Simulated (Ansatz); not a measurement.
`CC(O)O` + H₂ → `CCO` + H₂O at 298.15 K and 1 bar (hydrogenolysis of a C–O bond).

Program: Ansatz. Geometries: PBE0-D4/def2-TZVP. ΔE: electronic, gas phase. CCSD(T)/CBS adds triple-zeta CCSD(T) − MP2 to the extrapolated MP2 energy (def2 sets, frozen cores). This one scheme is used for every species. One conformer a species, not always the lowest.

```csv
species,CCSD(T)/CBS energy (Eh),H − E (kJ/mol),S (J/(mol·K))
`CC(O)O`,-230.06544,239.6,289.6
H₂,-1.17544,35.1,130.4
`CCO`,-154.88256,224.2,269.4
H₂O,-76.37941,66.4,188.7
```

H − E and S are ideal-gas, rigid-rotor, harmonic terms from PBE0-D4/def2-TZVP, for one conformer and one mirror image of each species. The MP2-based limit puts H₂ 0.8 mEh under its directly extrapolated value; such offsets cancel only in part. 1 Eh = 2625.50 kJ/mol, R = 8.31446 J/(mol·K).

Question: By hand: ΔE, ΔH, ΔS and ΔG.

Answer: ΔE = (-154.88256) + (-76.37941) − (-230.06544) − (-1.17544) = -0.02109 Eh = -55.4 kJ/mol. Δ(H − E) = 224.2 + 66.4 − 239.6 − 35.1 = 15.9, so ΔH = -39.5 kJ/mol. ΔS = 269.4 + 188.7 − 289.6 − 130.4 = 38.1 J/(mol·K). ΔG = -39.5 − 298.15 × (38.1)/1000 = -50.9 kJ/mol.

Question: By hand: the equilibrium constant, and the temperature at which ΔG would vanish if ΔH and ΔS stayed fixed.

Answer: log₁₀ K = −ΔG/(RT ln 10) = 8.9. ΔH and −TΔS have one sign here, so there is no such temperature.

ΔH outweighs TΔS. A doubt of 5 kJ/mol in ΔE shifts log₁₀ K by 0.9 here. Other conformers and mirror images would add mixing entropy, several J/(mol·K) or more a flexible species. These are equilibria of isolated gas molecules and say nothing of rates. Largest T1 diagnostic: 0.010 (customary marks: 0.02 for closed shells, 0.045 for open ones).
